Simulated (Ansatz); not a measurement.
# SiF− (singlet): relaxing a cheap start

Where does this start of SiF− (singlet) end when it is relaxed?

Computed with Ansatz 0.2.0, Gaussian basis. Level: RKS PBE0/def2-TZVPD.

**1. Starting geometry**

2 atoms, charge -1, spin multiplicity 1.

Atoms are counted from 1 here; the program's logs count them from 0.

Bond lengths: Si1–F2 1.562 Å.

The start is set by covalent radii. Sticks and bond lists go by distance. 

**2. Relaxation**

in.yaml reads:

```yaml
crystal:
  periodic: [false, false, false]
  atoms:
    - {symbol: Si, position_ang: [0.000000, 0.000000, 0.000000]}
    - {symbol: F, position_ang: [0.000000, 0.000000, 1.562400]}
basis:
  gaussian: {orbitals: def2-TZVPD}
total_charge: -1
hamiltonian: {xc: pbe0}
relax: {f_tol: 0.004, max_steps: 80}
```

Run with:

```
$ ansatz run in.yaml --threads 1 --pin off --events-out ev --progress --plain --max-ram 2176MiB
```

Q: Predict the outcome of this session. Wanted: energy gained; shift from the start; total energy.

The runs gave:

| quantity | value |
| --- | --- |
| steps | 5 |
| energy gained | 0.203 eV |
| shift from the start (rms) | 0.065 Å |
| total energy | -10588.9170 eV |

The bonds of the start are those of the end. Si1–F2 went from 1.562 to 1.692 Å. No vibrations were run, so this is a stationary point, not a proven minimum, and this spin need not be the ground state's.
